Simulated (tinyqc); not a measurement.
Extended Hueckel theory, for HF, step by step. One step of it, computed by the program tinyqc.

Task: Mulliken analysis. P = C n C^T; charge = valence electrons (H 1, F 7) minus the sum of (P S)_ii on the atom; overlap population = 2 sum P_ij S_ij between two atoms.

coefficients, order 1F 2s, 1F 2px, 1F 2py, 1F 2pz, 2H 1s:
$$\begin{pmatrix}
0.940881 & -0.140495 & 0.000000 & 0.000000 & -0.682399 \\
0.000000 & 0.000000 & 0.990440 & -0.137946 & 0.000000 \\
0.000000 & 0.000000 & 0.137946 & 0.990440 & 0.000000 \\
-0.025132 & 0.898737 & 0.000000 & 0.000000 & -0.658166 \\
0.114426 & 0.220708 & 0.000000 & 0.000000 & 1.245151
\end{pmatrix}$$

occupations: [2.000000, 2.000000, 2.000000, 2.000000, 0.000000]

overlap S, order 1F 2s, 1F 2px, 1F 2py, 1F 2pz, 2H 1s:
$$\begin{pmatrix}
1.000000 & 0.000000 & 0.000000 & 0.000000 & 0.479490 \\
0.000000 & 1.000000 & 0.000000 & 0.000000 & 0.000000 \\
0.000000 & 0.000000 & 1.000000 & 0.000000 & 0.000000 \\
0.000000 & 0.000000 & 0.000000 & 1.000000 & 0.387068 \\
0.479490 & 0.000000 & 0.000000 & 0.387068 & 1.000000
\end{pmatrix}$$

Give: charges; Overlap populations.

Result:

charges: 1F -0.6516, 2H 0.6516

Overlap populations:
```
pair     value
2-1   0.449678
```
